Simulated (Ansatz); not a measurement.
# H4N2Si: the cost of one run

Computed with Ansatz 0.2.0 (the levels named in each step, unless a step's input says otherwise).

**1. The structure to begin with**

Bond lengths: N3–N4 1.144 Å, N4–Si5 1.689 Å, Si5–H6 1.451 Å, Si5–H7 1.449 Å. Angles: N3–N4–Si5 159.3°, N4–Si5–H6 104.2°, N4–Si5–H7 104.5°, H6–Si5–H7 115.8°.

As a file:

```xyz
7

H     0.5072    2.1418   -2.9861
H     0.4923    1.5887   -2.3985
N    -1.1757    0.4929    1.2538
N    -0.3839   -0.0236    0.6090
Si    0.6631   -0.3008   -0.6878
H     1.9812   -0.3279   -0.0815
H     0.2058   -1.5506   -1.2619
```

**2. A rough first relaxation, PBE-D4/def2-SVP**

File input.yaml:

```yaml
crystal:
  periodic: [false, false, false]
  atoms:
    - { symbol: H, position_ang: [0.50724, 2.14177, -2.98608] }
    - { symbol: H, position_ang: [0.49231, 1.58872, -2.39853] }
    - { symbol: "N", position_ang: [-1.1757, 0.49287, 1.25377] }
    - { symbol: "N", position_ang: [-0.38387, -0.02361, 0.60896] }
    - { symbol: Si, position_ang: [0.66305, -0.30075, -0.68776] }
    - { symbol: H, position_ang: [1.98116, -0.32792, -0.08154] }
    - { symbol: H, position_ang: [0.20579, -1.55062, -1.2619] }
basis:
  gaussian: { orbitals: def2-SVP }
hamiltonian:
  xc: pbe
  dispersion: d4
relax:
  f_tol: 0.03
  max_steps: 200
```

The run is started by

```
> ansatz run input.yaml --threads 4 --pin off --max-ram 10240MiB --backend cpu --events-out ev --progress --plain --runs-dir out
```

Q: Estimate wall time and peak memory on 4 threads of Intel Xeon at 2.70GHz, shared host.

About 4.5 s, with a peak of 0.13 GiB.
